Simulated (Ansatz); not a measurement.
Task: an active-space calculation of C2H3N, SMILES C1=NC1, with Ansatz 0.2.0 through its Python package. Give the script and its output. Settings (for the species named): Hartree-Fock, cc-pVDZ basis, multiplicity 1.

```xyz
6

C    -0.4786   -0.6331   -0.2522
N     0.4304   -1.0739    0.3640
C     0.3027    0.4497    0.1482
H    -1.3851   -0.6642   -0.8253
H     1.0677    0.8429   -0.5398
H     0.1050    1.0147    1.0589
```

Script `cas_c2h3n.py`:
```python
'''Active-space calculation on C2H3N.'''

import warnings

import ansatz as az

BASIS = 'cc-pVDZ'

warnings.simplefilter('ignore', az.DeckWarning)

geometry_ang = [
    ('C', (-0.4786, -0.6331, -0.2522)),
    ('N', (0.4304, -1.0739, 0.364)),
    ('C', (0.3027, 0.4497, 0.1482)),
    ('H', (-1.3851, -0.6642, -0.8253)),
    ('H', (1.0677, 0.8429, -0.5398)),
    ('H', (0.105, 1.0147, 1.0589)),
]
mol = az.Crystal.molecule()
for symbol, xyz in geometry_ang:
    mol = mol.atom(symbol, xyz)

base = mol.calculation().basis(gaussian=BASIS).correlation(active_electrons=4, active_orbitals=4)
for method in [None, 'sc_nevpt2']:
    report = (base if method is None else base.correlation(method)).run().report
    space = report['configurations']
    state = space['states'][0]
    print(method or 'casscf', f'total {report["free_energy_ev"] / 27.211386246:.6f} Ha, active-space state {state["energy"]["hartree"]:.6f} Ha, mean field {report["reference_energy_ev"] / 27.211386246:.6f} Ha')
    print('  determinants', state['n_determinants'], ' natural occupations', [round(n, 3) for n in space['natural_occupations']])
```

Running `python cas_c2h3n.py` prints:
```text
casscf total -131.896052 Ha, active-space state -131.896052 Ha, mean field -131.834160 Ha
  determinants 36  natural occupations [1.96, 1.938, 0.062, 0.04]
sc_nevpt2 total -132.251072 Ha, active-space state -131.896052 Ha, mean field -131.834160 Ha
  determinants 36  natural occupations [1.96, 1.938, 0.062, 0.04]
```

What to keep in mind:
- Total energies depend on the basis set; only differences at equal settings carry meaning.
- The geometry is a force-field or estimated start, not a minimum of this method, and the basis set is short of its limit. The active space starts as a window about the frontier orbitals and is then optimised, not chosen by chemistry.
- Timing: 1.8 s on 1 thread of Arm Neoverse V2, on a shared host, peak memory 0.15 GiB.
